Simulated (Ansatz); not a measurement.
**AlH₂O (doublet): wave-function methods side by side at a displaced geometry (v2), cc-pVDZ**

How much of the correlation energy of AlH₂O (doublet) does each wave-function method recover here?

Program: Ansatz 0.2.0, Gaussian basis. Level of theory: cc-pVDZ, core rule «outside noble gas», up to 6 orbitals frozen. These are calculated values, not measurements.

To be run: UHF; CCSD(T) on ROHF; CCSD(T) on UHF; BCCD(T) on ROHF; CISD; CCSDT(Q) on ROHF; CCSDT(Q) on UHF.

36 further runs of the same task are left out: 16 for a known fault of the program, 7 that didn't finish, 13 set aside as unsound or not needed.

## 1. What is computed

The geometry is a PBE0/def2-TZVP stationary point (not a proven minimum) with its atoms shifted at random (size 0.100 Å).

4 atoms, charge 0, spin multiplicity 2.

Atoms are counted from 1 here; the program's logs count them from 0.

Bond lengths: Al1–O2 1.696 Å, Al1–H3 1.596 Å, O2–H4 0.893 Å. Angles: O2–Al1–H3 118.1°, Al1–O2–H4 125.5°.

Geometry (Å):

```xyz
4
AlH2O
Al    0.0607   -0.0797    0.6298
O    -0.1042    0.0079   -1.0563
H    -0.0275    1.2773    1.4660
H     0.0556    0.7301   -1.5560
```

## 2. UHF

File in.yaml:

```yaml
crystal:
  periodic: [false, false, false]
  atoms:
    - {symbol: Al, position_ang: [0.060716, -0.079682, 0.629750]}
    - {symbol: O, position_ang: [-0.104158, 0.007913, -1.056350]}
    - {symbol: H, position_ang: [-0.027538, 1.277293, 1.466047]}
    - {symbol: H, position_ang: [0.055571, 0.730105, -1.555987]}
basis:
  gaussian: {orbitals: cc-pVDZ}
magnetization: {spin_polarized: true, initial_magnetization: 1}
hamiltonian: {xc: hf}
output: {orbitals: {seedname: orbitals}}
```

On the command line:

```sh
$ ansatz run in.yaml --threads 1 --pin off --events-out ev --progress --plain --max-ram 2393MiB
```

Further steps of the session: CCSD(T) on ROHF; CCSD(T) on UHF; BCCD(T) on ROHF; CISD; CCSDT(Q) on ROHF; CCSDT(Q) on UHF.

Q: Predict the results of all the runs planned. Wanted: UCCSDT(Q) below the RHF energy; RMP2 from UCCSDT(Q); UMP2 from UCCSDT(Q); RCCSD from UCCSDT(Q); RCCSD(T) from UCCSDT(Q); UCCSD(T) from UCCSDT(Q); RCCSDT(Q) from UCCSDT(Q); T1 diagnostic.

**Answer**, as computed:

```
                         quantity                                                   value
   UCCSDT(Q) below the RHF energy                                              -7.0660 eV
              RMP2 from UCCSDT(Q)                                         +13.88 kcal/mol
              UMP2 from UCCSDT(Q)                                         +13.62 kcal/mol
             RCCSD from UCCSDT(Q)                                          +3.89 kcal/mol
          RCCSD(T) from UCCSDT(Q)                                          +0.74 kcal/mol
          UCCSD(T) from UCCSDT(Q)                                          +0.73 kcal/mol
         RCCSDT(Q) from UCCSDT(Q)                                          +0.05 kcal/mol
levels within 1 kcal/mol (43 meV)  RCCSD(T), UCCSD(T), BCCD(T), RCCSDT, UCCSDT, RCCSDT(Q)
                    T1 diagnostic                                                   0.021
```

**Reading.** RCCSD(T) misses by +0.74 kcal/mol, 0.5 % of the correlation energy. These misses are within one basis, not against nature; the frozen cores of restricted and unrestricted runs differ, which can shift their rows.
